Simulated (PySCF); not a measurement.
Gas-phase reaction: SiCl₂F₂ + 3 Cl → SiCl₃ + 2 ClF

Method: PySCF energies plus ideal-gas RRHO corrections (1 bar). † marks an energy on the PBE0/def2-TZVP geometry and frequencies. CCSD(T) freezes the core. Open shells (unrestricted): Cl (multiplicity 2), SiCl₃ (multiplicity 2); the rest are closed-shell singlets. Spin-orbit splitting is ignored; it lowers the true energy and changes the entropy of Cl. CCSD(T) isn't extrapolated to the basis-set limit.

BLYP/def2-TZVP† gives ΔH°(298 K) = 272 kJ.

### Question
What do M06-2X/def2-TZVP†, CCSD(T)/def2-TZVPP†, r2SCAN/def2-TZVP† give?

### Answer
M06-2X/def2-TZVP†: 319 kJ; CCSD(T)/def2-TZVPP†: 360 kJ; r2SCAN/def2-TZVP†: 299 kJ. For scale, ΔH°(298 K) is 272 kJ at this level, 307 kJ at ωB97M-V/def2-TZVP†, and runs from 131 to 597 kJ over the 20 levels computed.
